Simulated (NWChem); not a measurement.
**Correlation energy of H2Si**

```
Si
H 1 1.4947
H 1 1.4947 2 118.81
```
Charge 0, spin multiplicity 3.

Program: NWChem. The geometry was optimised at UB3LYP/def2-SVP, a minimum by its harmonic frequencies.

Basis set: def2-TZVP. Each correlation energy counts from its own Hartree-Fock reference.

| method | correlation energy (mHa) |
|---|---|
| UMP2 | -83.6 |
| SCS-UMP2 | -87.4 |
| CCSD on UHF | -106.7 |
| CCSD[T] on UHF | -109.7 |
| CCSD(T) on UHF | -109.6 |
| CCSD on ROHF | -108.5 |
| CCSD[T] on ROHF | -111.9 |
| CCSD(T) on ROHF | -111.8 |

The values span 28.3 mHa, from CCSD[T] on ROHF (lowest) to UMP2 (highest). 

The correlated methods keep 5 core orbitals frozen. This spin state was chosen for the runs; another may lie lower. The structure started from a generated list of species. The unpaired electrons of the parent sit in orbitals of symmetry a1 and b2 (C2v labels of the run); other states weren't searched. The stability of the SCF solutions was not checked. Open-shell Hartree-Fock references start from PBE0 orbitals. Coupled-cluster values serve here as a point of comparison, not as the truth.
